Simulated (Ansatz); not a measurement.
# C₂H₂F+: energies up the ladder

Aim: energies up the ladder, for C₂H₂F+, with the cost of each level. Charge +1.

Computed with Ansatz 0.2.0 (the levels named in each step, unless a step's input says otherwise).

### Step 1. Starting point

Bond lengths: C1–C2 1.244 Å, C2–F3 1.220 Å, C1–H4 1.097 Å, C1–H5 1.097 Å. Angles: C1–C2–F3 179.9°, C2–C1–H4 125.8°, C2–C1–H5 125.9°, H4–C1–H5 108.3°.

Coordinates:

```xyz
5

C    -1.3296    0.0280    0.1843
C    -0.0972    0.0023    0.0141
F     1.1106   -0.0234   -0.1543
H    -1.9041    0.8702    0.5885
H    -2.0266   -0.7876   -0.0430
```

### Step 2. A rough first relaxation, PBE-D4/def2-SVP

The input, input.yaml:

```yaml
crystal:
  periodic: [false, false, false]
  atoms:
    - { symbol: C, position_ang: [-1.32965, 0.02801, 0.18427] }
    - { symbol: C, position_ang: [-0.09723, 0.00231, 0.01411] }
    - { symbol: F, position_ang: [1.11061, -0.02343, -0.15433] }
    - { symbol: H, position_ang: [-1.90406, 0.87025, 0.58848] }
    - { symbol: H, position_ang: [-2.02657, -0.78756, -0.04295] }
total_charge: 1
basis:
  gaussian: { orbitals: def2-SVP }
hamiltonian:
  xc: pbe
  dispersion: d4
relax:
  f_tol: 0.03
  max_steps: 200
```

On the command line:

```console
$ ansatz run input.yaml --threads 2 --pin off --max-ram 5120MiB --backend cpu --events-out ev --progress --plain --runs-dir out
```

After this run come: Relaxation, PBE0-D4/def2-TZVPP; Frequencies, PBE0-D4/def2-TZVPP; Single point, PBE-D4/def2-TZVPP; Single point, r2SCAN-D4/def2-TZVPP; Single point, B3LYP-D4/def2-TZVPP; Single point, wB97M-V/def2-TZVPP; Single point, B2PLYP/def2-TZVPP; Single point, LDA/def2-TZVPP; Single point, PBE0-D4/def2-SVP; Single point, PBE-D4/def2-SVP; Single point, CCSD(T)/def2-TZVPP; Single point, CCSD(T)/def2-QZVPP.

What does the calculation give? Wanted: C1–C2 at PBE0-D4/def2-TZVPP; C2–F3 at PBE0-D4/def2-TZVPP; frequencies at PBE0-D4/def2-TZVPP; energy at CCSD(T)/CBS.

As calculated:

| quantity | value |
| --- | --- |
| C1–C2 at PBE0-D4/def2-TZVPP | 1.259 Å |
| C2–F3 at PBE0-D4/def2-TZVPP | 1.204 Å |
| frequencies at PBE0-D4/def2-TZVPP | 329 to 3139 cm⁻¹ |
| energy at CCSD(T)/CBS | -4806.677 eV |

No mode is imaginary, so the geometry is a minimum. These totals serve in differences with atoms or fragments at the same level; alone they don't rank the methods. A T1 diagnostic of 0.020 (charge +1) lies over the usual mark for one of the runs, a hint of some multireference character there.
